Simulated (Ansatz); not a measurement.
# K2Rh: from a trial structure to a relaxed crystal

Computed with DFT PBE, scalar-relativistic, plane waves, PAW (Ansatz 0.2.0). Cutoff 420 eV, Γ-centred k mesh, Gaussian smearing, no spin polarisation in the final step.

The start puts K2Rh on the sites of a reported TbCd2 cell (P6/mmm, No. 191), with Rh in place of Tb, K in place of Cd, at a guessed volume.

```
CELL_PARAMETERS angstrom
5.07714 0.00000 0.00000
-2.53857 4.39693 0.00000
0.00000 0.00000 3.57108
ATOMIC_POSITIONS crystal
K 0.33333 0.66667 0.50000
K 0.66667 0.33333 0.50000
Rh 0.00000 0.00000 0.00000
```

Cell and atoms relax at zero pressure; the relaxation can't lower the symmetry of the start.

Formation energies are uncorrected and refer to the elements' standard structures at the same level.

(1) What does it relax into?

(2) What are its volume, energy, density and gap?

Results:

(1) It keeps P6/mmm (No. 191), but not the shape of the type it started on. Conventional cell: a = 5.617 Å, c = 2.972 Å. K has 2 K at 2.97 Å, 3 K at 3.24 Å and 6 Rh at 3.57 Å; Rh has 2 Rh at 2.97 Å and 12 K at 3.57 Å.

```cif
data_structure
_symmetry_space_group_name_H-M 'P6/mmm'
_symmetry_Int_Tables_number 191
_cell_length_a 5.6174
_cell_length_b 5.6174
_cell_length_c 2.9721
_cell_angle_alpha 90.000
_cell_angle_beta 90.000
_cell_angle_gamma 120.000
_cell_volume 81.22
loop_
_atom_site_label
_atom_site_type_symbol
_atom_site_symmetry_multiplicity
_atom_site_Wyckoff_symbol
_atom_site_fract_x
_atom_site_fract_y
_atom_site_fract_z
_atom_site_occupancy
K1 K 2 d 0.33333 0.66667 0.50000 1
Rh1 Rh 1 a 0.00000 0.00000 0.00000 1
```

(2) The volume per atom is 27.07 Å³. The density is 3.70 g/cm³. The energy over the elements is 0.69 eV/atom and the gap on the 12×12×14 mesh is 0 eV (a metal).

The final run used a 12×12×14 mesh on its 3-atom cell and 0.10 eV smearing. The k mesh leaves about 4 meV/atom of noise in metals. A structure relaxed within its symmetry needn't be a true minimum. The steps took about 110 core-seconds in all.

Cost: 2 runs of about 1.8 core-minutes in all, on Intel Xeon Platinum 8488C (Sapphire Rapids) (shared hosts).